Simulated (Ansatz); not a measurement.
Geometry optimisation, RKS PBE/def2-SVP (Ansatz 0.2.0).

input.yaml

```yaml
crystal:
  periodic: [false, false, false]
  atoms:
    - { symbol: C, position_ang: [-0.31805, 0.82153, -0.17939] }
    - { symbol: C, position_ang: [-0.07407, -0.62347, 0.13284] }
    - { symbol: S, position_ang: [1.24289, -1.04094, 1.28604] }
    - { symbol: S, position_ang: [1.26526, -1.47038, -0.72047] }
    - { symbol: H, position_ang: [0.62521, 1.35362, -0.28168] }
    - { symbol: H, position_ang: [-0.87659, 0.91084, -1.11023] }
    - { symbol: H, position_ang: [-0.898, 1.28112, 0.62006] }
    - { symbol: H, position_ang: [-0.96666, -1.23233, 0.25283] }
basis:
  gaussian: { orbitals: def2-SVP }
hamiltonian:
  xc: pbe
relax:
  f_tol: 0.02
  max_steps: 40
scf:
  lower_state_search: "off"
```

Command:

```bash
$ ansatz run input.yaml --threads 1 --pin off --max-ram 2048MiB --backend cpu --events-out ev --progress --plain --runs-dir out
```

Question: Where does it end, and by what steps?

Answer: The forces met the threshold. After 4 steps the energy has fallen by 0.080 eV; S3 moved furthest, 0.04 Å.

| step | energy less start (eV) | largest force component (eV/Å) | accepted |
| --- | --- | --- | --- |
| 0 | 0.0000 | 1.409 | yes |
| 1 | -0.0737 | 0.295 | yes |
| 2 | -0.0792 | 0.106 | yes |
| 3 | -0.0794 | 0.051 | yes |
| 4 | -0.0795 | 0.004 | yes |

```xyz
8
Properties=species:S:1:pos:R:3
C -0.316 0.827 -0.181
C -0.063 -0.627 0.133
S 1.246 -1.050 1.326
S 1.270 -1.495 -0.752
H 0.638 1.377 -0.287
H -0.894 0.923 -1.124
H -0.914 1.298 0.628
H -0.967 -1.253 0.257
```

Whether the end is a true minimum wasn't checked by a vibrational analysis.

Run time: 6.7 s on 1 thread of Intel(R) Xeon(R) Platinum 8375C CPU @ 2.90GHz (Ice Lake), with other jobs on the host, peak memory 0.12 GiB.
